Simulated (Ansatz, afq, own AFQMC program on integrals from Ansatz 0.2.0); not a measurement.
## AlNH₃, quartet in cc-pVTZ, levels against CCSDT(Q)

```xyz
5

Al   -0.9739    0.0000    0.0000
H    -1.7668    1.3734    0.0000
H    -1.7668   -1.3734    0.0000
H     1.0171    0.0000    0.0000
N     2.0571    0.0000    0.0000
```

Connectivity, by distances: AlH2 ··· NH.

Basis cc-pVTZ. Only valence electrons are correlated. Ansatz 0.2.0 and our own AFQMC program on the same integrals; the CISD trial comes from CCSD amplitudes, and released means the phaseless constraint is let go. Uncertainties: one standard error, sampling alone.

Determinant: UHF, the one that the program's search chose, which needn't be the lowest solution. The geometry is a point of a scan.

No full CI on the walks' own integrals is used here; CCSDT(Q) serves as the reference and is uncertain by about the last step of the cluster series.

Cautions: lower spins were not checked.

The T1 diagnostic is 0.0149 and the weight of the determinant in the CISD state is 0.892. The ⟨S²⟩ of the determinant is 3.776 and the size of the correlated space is 11 electrons in 100 orbitals.

| level | correlation energy (eV) |
| --- | --- |
| MP2 | -5.8064 |
| CCSD | -6.8472 |
| CCSD(T) | -7.0219 |

Estimate where AFQMC with the constraint released lies against CCSD(T) on the same integrals.

3.5 ± 0.7 kJ/mol below CCSD(T).

Reference: CCSDT(Q), correlation energy -7.057 eV. The released energy is read at 2.40 1/Eh (meV from the phaseless value at times in 1/Eh: -13 ± 6 at 0.24, -20 ± 6 at 0.51, -23 ± 3 at 0.99, -38 ± 6 at 1.62, -23 ± 7 at 2.40).

```tsv
level	E − E(reference) (kJ/mol)	share of correlation (%)
CCSD(T)	3.4	99.50
CCSDT	0.5	99.92
ph-AFQMC/CISD	2.0 ± 0.5	99.70
released AFQMC	-0.1 ± 0.7	100.02
```

A walk keeps the symmetry of its determinant, which the program's search chose and which needn't be the lowest solution, so a lower state of the same spin and another symmetry isn't excluded. Released energies are given only where the last usable release times agree within the noise; a slower fall can still hide under it.
